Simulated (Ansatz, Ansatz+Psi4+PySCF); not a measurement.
```xyz
7

C     0.0054   -0.0076   -0.8587
C    -0.0032    0.6394    0.5009
C     0.0067   -0.6410    0.4982
H     0.9093    0.0026   -1.4662
H    -0.9275   -0.0040   -1.4664
H     0.0065    1.5821    1.0423
H     0.0097   -1.5911    1.0397
```

Basis set: cc-pVTZ (spherical functions). Correlated methods keep 3 orbitals frozen. Charge 0, multiplicity 1.

Computed with Ansatz (development build ahead of 0.2.0); each method stands on the lowest determinant of its kind that the runs found. Restricted open shells among the atoms or ions are ROHF, correlated in semicanonical orbitals with singles.

**Question.** Give the atomization energy at this shape (free ground-state atoms in the same class of orbitals less the molecule, no zero-point energy) of singlet C₃H₄ by RHF-MP2, RHF.

**Answer.**

| method | atomization energy |
| --- | --- |
| RHF-MP2 | 2825.7 kJ/mol |
| RHF | 2113.5 kJ/mol |
